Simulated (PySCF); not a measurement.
Species: C₃H₄O₃.
Z-matrix (Å and degrees, PBE0-D3(BJ)/def2-SVP geometry), rows numbered from 1:
```
O 
C   1  1.1934
O   2  1.3430  1  126.00
C   3  1.3977  2  117.60  1    -2.33
C   4  1.4527  3  116.52  2   177.18
O   4  1.3819  3  114.91  2  -115.16
H   2  1.1090  1  125.39  3   179.24
H   4  1.0949  3  113.10  2    23.28
H   5  1.0965  4  118.19  6  -103.44
H   5  1.0968  4  120.33  6   103.14
```

The closed-shell ground state was solved at several levels (PySCF, density fitting, gas phase, non-relativistic).

| level | basis functions | HOMO (eV) | LUMO (eV) | gap (eV) | dipole (D) |
| --- | --- | --- | --- | --- | --- |
| PBE0/def2-SVPD | 161 | -8.59 | -0.48 | 8.11 | 2.64 |
| B3LYP/pcJ-1 | 202 | -8.14 | -0.53 | 7.61 | 2.65 |
| KT2/pcSseg-2 | 272 | -7.01 | -1.47 | 5.54 | 2.50 |

What might PBE0/pcSseg-1 (122 basis functions) give for the same quantities?

HOMO -8.43 eV, LUMO -0.24 eV, gap 8.19 eV, dipole 2.64 D.

Over all these levels, which gives the widest orbital gap and which the narrowest?

PBE0/pcSseg-1 (global hybrid, 25 % exact exchange) has the widest, 8.19 eV, and KT2/pcSseg-2 (GGA) the narrowest, 5.54 eV. Functional and basis both differ between the two, so the spread mixes both effects.

How far do the dipole and the HOMO energy spread over the levels?

The dipole runs from 2.50 to 2.65 D (mean 2.61 D) and the HOMO from -8.59 to -7.01 eV.

One conformer stands for the species.
